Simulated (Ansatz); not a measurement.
Relaxed structures of Si₂H₂O, closed shell (PBE0-D4/def2-TZVP; forces vanish, vibrations not checked; lower isomers may exist, and structures with a doubtful reference or unclear bonds are left out; Å). Ansatz 0.2.0; basis: def2-TZVPP; cores frozen in the correlated methods.

Rank them by CCSD(T) energy, lowest first, and give each one's height above the lowest. Links in brackets join atoms within 1.22 times the sum of their covalent radii (1.1 for two metals). (To be estimated.)
A.
Si₂H₂O ([O][Si][SiH2])
```
5
angstrom
O -1.5725 -0.2486 -0.9661
Si -0.4736 0.2554 -0.0623
Si 1.1864 0.6111 1.3743
H 0.0232 -0.3141 1.8861
H 1.3957 -0.5768 0.3665
```
B.
Si₂H₂O ([OH][Si]1[H][Si]1)
```
5
angstrom
O -1.2936 -0.5507 -0.5629
Si -0.1352 -0.0664 0.4829
Si 1.6781 0.4988 1.3860
H -1.7065 0.1114 -1.1242
H 1.4573 0.0069 -0.1817
```
C.
Si₂H₂O ([SiH][O][SiH])
```
5
angstrom
O -0.1362 -0.0631 0.2273
Si -1.5270 -0.6911 -0.3870
Si 1.1780 0.4646 1.0644
H -1.9332 0.5588 -1.1865
H 2.2213 0.0468 0.0139
```

By the calculation: C (0.000 eV), A (0.527 eV), B (0.819 eV). Heights count from the lowest.

T1 diagnostic: at most 0.024. The restricted Hartree–Fock reference is unstable towards an unrestricted one at one or more of these structures.

For scale, one of the runs: CCSD(T)/def2-TZVPP, 143 basis functions, launched by `ansatz run in.yaml --threads 2 --pin off --events-out ev --progress --plain --max-ram 4352MiB`. Hardware: 2 CPU threads of an Arm Neoverse V2, shared host. Wall time 10 s; peak host memory 0.75 GiB.
